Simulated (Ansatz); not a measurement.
Cubic perovskite SrTiO₃ (cubic form, which distorts at low temperature)

These are r²SCAN (PAW; Ansatz, a first-principles code) values and carry that method's errors.

Numerical settings: plane-wave cutoff 560 eV, 10×10×10 k mesh, Fermi–Dirac smearing 0.01 eV, no spin polarisation, scalar-relativistic PAW data made under PBE.

Cell (relaxed at this level):

```
CELL_PARAMETERS angstrom
      3.90694     0.00000     0.00000
      0.00000     3.90694     0.00000
      0.00000     0.00000     3.90694
ATOMIC_POSITIONS crystal
  Sr 0.00000 0.00000 0.00000
  Ti 0.50000 0.50000 0.50000
  O  0.50000 0.00000 0.50000
  O  0.00000 0.50000 0.50000
  O  0.50000 0.50000 0.00000
```

| Quantity | Value |
|---|---|
| bulk modulus B0 | 189 GPa |
| band gap | 2.26 eV |
| smallest direct gap on the k points sampled | 2.63 eV |
| pressure derivative B′ of the bulk modulus | 4.4 |

Measured, for comparison: band gap 3.59 eV (zero-point renormalisation of 336 meV (experimental, the table's column) added back here, indirect; inputs from Miglio et al. (2020), arXiv:2011.12765); bulk modulus 172 GPa (room temperature, no zero-point or thermal correction, Murnaghan fit, our sources range from 165 to 179; as tabulated in Guennou et al. (2010), arXiv:0910.0710). Computed (rounded) less measured: bulk modulus +10 % (+6 % to +15 % over the range). A static lattice is as a rule a little smaller and stiffer than an uncorrected measurement, which narrows the difference in the bulk modulus and would widen misses of the other sign.

Note: the relaxation could not lower the start's symmetry, so the cell can be a saddle point above a distorted one.

Spin–orbit coupling is not included.
